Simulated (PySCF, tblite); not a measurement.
methanol and formaldehyde

A gas-phase complex of methanol and formaldehyde; neutral, singlet. The structure comes from a short search (6 tight-binding starts) and was relaxed by PBE0-D3(BJ)/def2-TZVPD; another way of binding may lie lower. No frequency run checks that it is a minimum.

Parts: 1 = methanol (CO), atoms 1–6; 2 = formaldehyde (C=O), atoms 7–10.

```
atom  part   x (Å)   y (Å)   z (Å)
  C1     1  -0.406  -0.521  -0.026
  O2     1   0.860  -0.188   0.487
  H3     1  -1.204   0.105   0.394
  H4     1  -0.445  -0.442  -1.120
  H5     1  -0.610  -1.558   0.245
  H6     1   1.090   0.704   0.193
  C7     2   1.838   2.638   1.603
  O8     2   1.655   2.558   0.419
  H9     2   1.661   1.776   2.272
 H10     2   2.191   3.576   2.068
```

Contacts between parts, classed by geometry: H6···O8 1.951 Å (hydrogen bond, 156°).

Interaction energies are complex less parts, with the parts frozen as they stand in it; counterpoise-corrected, in kcal/mol (PySCF). The CCSD(T) estimate is Hartree-Fock/aug-cc-pVQZ, plus the MP2 correlation part extrapolated as X⁻³ from aug-cc-pVTZ and aug-cc-pVQZ, plus CCSD(T) less MP2 in aug-cc-pVDZ; noble-gas cores are frozen. It isn't the exact limit.

```json
{"level": "Hartree-Fock/aug-cc-pVQZ", "interaction": "-3.35", "superposition error removed": "-"}
{"level": "wB97M-D3(BJ)/def2-TZVPD", "interaction": "-5.21", "superposition error removed": "-0.07"}
{"level": "PBE0-D3(BJ)/def2-TZVPD", "interaction": "-5.38", "superposition error removed": "-0.06"}
{"level": "MP2/aug-cc-pVQZ", "interaction": "-5.16", "superposition error removed": "-0.29"}
```

Task: What does CCSD(T) at its estimated basis limit give, and which of these levels comes nearest?

Result: -5.26 kcal/mol. wB97M-D3(BJ)/def2-TZVPD and PBE0-D3(BJ)/def2-TZVPD and MP2/aug-cc-pVQZ come equally near, within the error of the estimate; the errors are Hartree-Fock/aug-cc-pVQZ +1.91, wB97M-D3(BJ)/def2-TZVPD +0.05, PBE0-D3(BJ)/def2-TZVPD -0.12, MP2/aug-cc-pVQZ +0.10.

Task: What holds them together? Decompose the wB97M-D3(BJ)/def2-TZVPD energy: frozen parts, their antisymmetrised product, then relaxation.

Result: electrostatic -8.6, Pauli repulsion +7.7, orbital relaxation -3.2, dispersion correction -1.1 kcal/mol, which sum to the value before the counterpoise correction; the Pauli term holds the exchange-correlation of the frozen density too. Of the attraction, 66 % is electrostatic, 25 % is orbital relaxation, 9 % is dispersion correction.

The parts were also relaxed and run alone, at the levels used for the complex: shieldings by PBE0/pcSseg-2; core levels by delta-SCF with SCAN, pcX-2 on the ionised atom and pcseg-1 elsewhere, spin-free X2C.

Values alone: O2–H6 bond (Å): 0.959; shielding of H6 (ppm): 31.82; shielding of O8 (ppm): -447.1; shielding of O2 (ppm): 329.3; C1 1s core level (eV): 292.41; O2 1s core level (eV): 538.99; O8 1s core level (eV): 539.29.

Task: How do these values change when the complex forms?

Result: 
```tsv
property	alone	in the complex	change
O2–H6 bond (Å)	0.959	0.967	+0.008
shielding of H6 (ppm)	31.82	28.22	-3.60
shielding of O8 (ppm)	-447.1	-407.1	+40.0
shielding of O2 (ppm)	329.3	341.1	+11.8
C1 1s core level (eV)	292.41	292.02	-0.40
O2 1s core level (eV)	538.99	538.20	-0.79
O8 1s core level (eV)	539.29	539.59	+0.30
```
